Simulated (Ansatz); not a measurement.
Results of LDA in Ansatz (PAW) for litharge SnO.

Task: Estimate the interlayer binding energy, layer repeat distance and gap between the layers that the calculation returns.

Result: 
* **interlayer binding energy**: 31.1 meV/Å²
* **layer repeat distance**: 4.654 Å
* **gap between the layers**: 2.366 Å

Spin–orbit coupling is not included.

The computed numbers hold no vibrational or temperature effects.

Ansatz is a program for electronic structure.
